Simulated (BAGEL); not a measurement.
# One shape, several levels: doublet AlH3O+

Wanted: a comparison of 3 runs (CASPT2(11,11)/6-31G*, NEVPT2(11,11)/6-31G*, NEVPT2(11,11)/cc-pVTZ) of doublet AlH3O+. 

Program for the calculation: BAGEL 1.2.2.

5 further runs of the same task are left out: 1 that didn't finish, 4 set aside as unsound or not needed. Runs told in other sessions of the task aren't counted.

**1. Starting point**

AlH3O+ has 5 atoms, charge +1, and is taken as a doublet. As SMILES of the parent species, `[H][Al]([H])[OH]`. Geometry: a GFN2-xTB relaxation, a rough one for these elements and not checked as a minimum. That shape belongs to the parent species and isn't relaxed for this state.

Bond lengths: Al1–O4 1.636 Å, Al1–H2 1.532 Å, Al1–H3 1.531 Å, O4–H5 0.949 Å. Angles: Al1–O4–H5 179.6°, H2–Al1–O4 120.0°, H3–Al1–O4 120.0°, H2–Al1–H3 120.0°.

**2. The energy at CASPT2(11,11)/6-31G(d) (density fitting with cc-pvqz-jkfit, spherical functions) (run 1)**

Input file input.json:

```json
{ "bagel" : [

{
  "title" : "molecule",
  "basis" : "6-31gs.json",
  "df_basis" : "cc-pvqz-jkfit",
  "angstrom" : true,
  "geometry" : [
    { "atom" : "Al", "xyz" : [    0.271770,    0.451120,   -0.109270 ] },
    { "atom" : "H", "xyz" : [    1.798980,    0.417230,   -0.221380 ] },
    { "atom" : "H", "xyz" : [   -0.481020,    1.769010,   -0.311810 ] },
    { "atom" : "O", "xyz" : [   -0.555450,   -0.920030,    0.226660 ] },
    { "atom" : "H", "xyz" : [   -1.034280,   -1.717330,    0.415800 ] }
  ]
},
{ "title" : "hf", "charge" : 2 },
{ "title" : "casscf", "nstate" : 1, "nact" : 11, "nclosed" : 6, "charge" : 1, "nspin" : 1, "maxiter" : 200, "natocc" : true },
{ "title" : "print", "file" : "orbitals.molden", "orbitals" : true },
{ "title" : "smith", "method" : "caspt2", "ms" : true, "xms" : true, "sssr" : true, "shift" : 0.0, "ncore" : 6 }

]}
```

The basis set 6-31G* is read from a file made from the Basis Set Exchange's data (not shown).

Run with:

```sh
$ BAGEL_NUM_THREADS=1 BAGEL input.json > input.out
```

Output:

```text
* using 1 threads per process

  ===============================================================
  ===============================================================

  *** Geometry ***

  { "atom" : "Al", "xyz" : [      0.513571,      0.852493,     -0.206490 ] },
  { "atom" : "H", "xyz" : [      3.399580,      0.788450,     -0.418348 ] },
  { "atom" : "H", "xyz" : [     -0.908996,      3.342944,     -0.589236 ] },
  { "atom" : "O", "xyz" : [     -1.049648,     -1.738605,      0.428325 ] },
  { "atom" : "H", "xyz" : [     -1.954506,     -3.245283,      0.785748 ] },

  Number of auxiliary basis functions:      407

  Since a DF basis is specified, we compute 2- and 3-index integrals:
    o Being stored without compression. Storage requirement is 0.005 GB

[... 18 lines left out ...]
    * SCF iteration converged.
[... 1 line left out ...]
    * Permanent dipole moment:
[... 22 lines left out ...]
    * Second-order optimization converged. *
[... 13 lines left out ...]
     * ci vector, state   0, <S^2> = 0.7500
[... 17 lines left out ...]
    * Approximate memory requirement for SMITH calulation per MPI process:
      o Storage requirement for T-amplitude, lambda, and residual is 0.00 GB
      o Storage requirement for MO integrals is 0.00 GB
    * Calculating and saving rdm4f

    * Third and Fock-weighted fourth order RDM ( 1, 1) evaluation
      will be done with 3 passes

    * Zeroth order energy : state  0       -9.9141127026

    * CASPT2 iteration is performed using redundant basis

      ---- iteration ----

        0    -0.08891160     0.00633649      0.57
        1    -0.08981674     0.00125320      0.56
        2    -0.08986376     0.00022049      0.56
        3    -0.08986525     0.00004504      0.57
        4    -0.08986531     0.00000808      0.57
        5    -0.08986531     0.00000169      0.56
        6    -0.08986531     0.00000028      0.57

      -------------------

    * CASPT2 energy : state  0     -318.3931717214
        reference weight              0.9730862344

    * METHOD: SMITH                               70.36

  ===============================================================
```

It took 3.1 min on 1 thread of Arm Neoverse V1, shared host; peak memory 12 GiB.

**3. The energy at NEVPT2(11,11)/6-31G(d) (density fitting with cc-pvqz-jkfit, spherical functions) (run 2)**

Input file input.json:

```json
{ "bagel": [

{
  "title": "molecule",
  "basis": "6-31gs.json",
  "df_basis": "cc-pvqz-jkfit",
  "angstrom": true,
  "geometry": [
    { "atom": "Al", "xyz": [       0.271770,       0.451120,      -0.109270 ] },
    { "atom": "H", "xyz": [       1.798980,       0.417230,      -0.221380 ] },
    { "atom": "H", "xyz": [      -0.481020,       1.769010,      -0.311810 ] },
    { "atom": "O", "xyz": [      -0.555450,      -0.920030,       0.226660 ] },
    { "atom": "H", "xyz": [      -1.034280,      -1.717330,       0.415800 ] }
  ]
},

{
  "title": "hf",
  "charge": 2
},

{
  "title": "casscf",
  "nstate": 1,
  "nact": 11,
  "nclosed": 6,
  "charge": 1,
  "nspin": 1,
  "maxiter": 200,
  "natocc": true
},

{
  "title": "nevpt2",
  "nstate": 1,
  "nact": 11,
  "nclosed": 6,
  "charge": 1,
  "nspin": 1,
  "maxiter": 200,
  "natocc": true,
  "ncore": 6
},

{
  "title": "print",
  "file": "orbitals.molden",
  "orbitals": true
}

]}
```

The basis set 6-31G* is read from a file made from the Basis Set Exchange's data (not shown).

Run with:

```sh
$ BAGEL_NUM_THREADS=1 BAGEL input.json > input.out
```

Output:

```text
* using 1 threads per process

  ===============================================================
  ===============================================================

  *** Geometry ***

  { "atom" : "Al", "xyz" : [      0.513571,      0.852493,     -0.206490 ] },
  { "atom" : "H", "xyz" : [      3.399580,      0.788450,     -0.418348 ] },
  { "atom" : "H", "xyz" : [     -0.908996,      3.342944,     -0.589236 ] },
  { "atom" : "O", "xyz" : [     -1.049648,     -1.738605,      0.428325 ] },
  { "atom" : "H", "xyz" : [     -1.954506,     -3.245283,      0.785748 ] },

  Number of auxiliary basis functions:      407

  Since a DF basis is specified, we compute 2- and 3-index integrals:
    o Being stored without compression. Storage requirement is 0.005 GB

[... 18 lines left out ...]
    * SCF iteration converged.
[... 1 line left out ...]
    * Permanent dipole moment:
[... 22 lines left out ...]
    * Second-order optimization converged. *
[... 13 lines left out ...]
     * ci vector, state   0, <S^2> = 0.7500
[... 9 lines left out ...]
    * METHOD: CASSCF                             106.46

    * freezing 6 orbitals

  === DF-NEVPT2 calculation ===

    * Third and fourth order RDM ( 1, 1) evaluation
      will be done with 3 passes
    * 3-index integral transformation done
    * assembly done

      NEVPT2 correlation energy:   -0.0764294703      0.08

          (+0)      0.0000000000
          (+0)'     0.0000000000
          (+1)      0.0000000000
          (+1)'     0.0000000000
          (+2)      0.0000000000
          (-1)      0.0000000000
          (-1)'    -0.0230684437
          (-2)     -0.0533610266

      NEVPT2 total energy:       -318.3797358788

    * METHOD: NEVPT2                             940.83

    * METHOD: PRINT                                0.00

  ===============================================================
```

Run time: 17 min. Hardware: 1 thread of Arm Neoverse V1, shared host; peak memory 9.5 GiB.

**4. The energy at NEVPT2(11,11)/cc-pVTZ (density fitting with cc-pvqz-jkfit) (run 3)**

Input file job.json:

```json
{ "bagel": [

{
  "title": "molecule",
  "basis": "cc-pvtz.json",
  "df_basis": "cc-pvqz-jkfit",
  "angstrom": true,
  "geometry": [
    { "atom": "Al", "xyz": [       0.271770,       0.451120,      -0.109270 ] },
    { "atom": "H", "xyz": [       1.798980,       0.417230,      -0.221380 ] },
    { "atom": "H", "xyz": [      -0.481020,       1.769010,      -0.311810 ] },
    { "atom": "O", "xyz": [      -0.555450,      -0.920030,       0.226660 ] },
    { "atom": "H", "xyz": [      -1.034280,      -1.717330,       0.415800 ] }
  ]
},

{ "title": "hf", "charge": 2 },

{ "title": "casscf", "nstate": 1, "nact": 11, "nclosed": 6, "charge": 1, "nspin": 1, "maxiter": 200, "natocc": true },

{
  "title": "nevpt2",
  "nstate": 1,
  "nact": 11,
  "nclosed": 6,
  "charge": 1,
  "nspin": 1,
  "maxiter": 200,
  "natocc": true,
  "ncore": 6
},

{ "title": "print", "file": "orbitals.molden", "orbitals": true }

]}
```

The basis set cc-pVTZ is read from a file made from the Basis Set Exchange's data (not shown).

Run with:

```sh
$ BAGEL_NUM_THREADS=1 BAGEL job.json > job.out
```

Output:

```text
* using 1 threads per process

  ===============================================================
  ===============================================================

  *** Geometry ***

  { "atom" : "Al", "xyz" : [      0.513571,      0.852493,     -0.206490 ] },
  { "atom" : "H", "xyz" : [      3.399580,      0.788450,     -0.418348 ] },
  { "atom" : "H", "xyz" : [     -0.908996,      3.342944,     -0.589236 ] },
  { "atom" : "O", "xyz" : [     -1.049648,     -1.738605,      0.428325 ] },
  { "atom" : "H", "xyz" : [     -1.954506,     -3.245283,      0.785748 ] },

  Number of auxiliary basis functions:      407

  Since a DF basis is specified, we compute 2- and 3-index integrals:
    o Being stored without compression. Storage requirement is 0.037 GB

[... 18 lines left out ...]
    * SCF iteration converged.
[... 1 line left out ...]
    * Permanent dipole moment:
[... 22 lines left out ...]
    * Second-order optimization converged. *
[... 13 lines left out ...]
     * ci vector, state   0, <S^2> = 0.7500
[... 9 lines left out ...]
    * METHOD: CASSCF                             122.67

    * freezing 6 orbitals

  === DF-NEVPT2 calculation ===

    * Third and fourth order RDM ( 1, 1) evaluation
      will be done with 3 passes
    * 3-index integral transformation done
    * assembly done

      NEVPT2 correlation energy:   -0.1432059935      0.43

          (+0)      0.0000000000
          (+0)'     0.0000000000
          (+1)      0.0000000000
          (+1)'     0.0000000000
          (+2)      0.0000000000
          (-1)      0.0000000000
          (-1)'    -0.0351253652
          (-2)     -0.1080806283

      NEVPT2 total energy:       -318.5207896676

    * METHOD: NEVPT2                             955.67

    * METHOD: PRINT                                0.03

  ===============================================================
```

Run time: 18 min. Hardware: 1 thread of Arm Neoverse V1, shared host; peak memory 9.5 GiB.

**5. Overview of the runs**

```csv
run,level,multistate,contraction,energy (Eh),wall time
1,"CASPT2(11,11)/6-31G* (density fitting with cc-pvqz-jkfit, spherical functions)",XMS,SS-SR,-318.393172,3.1 min
2,"NEVPT2(11,11)/6-31G* (density fitting with cc-pvqz-jkfit, spherical functions)",–,–,-318.379736,17 min
3,"NEVPT2(11,11)/cc-pVTZ (density fitting with cc-pvqz-jkfit)",–,–,-318.520790,18 min
```

**6. Results**

| quantity | value |
| --- | --- |
| run 3: total energy | -318.52079 Eh |

All runs together took 39 min, the longest 18 min.
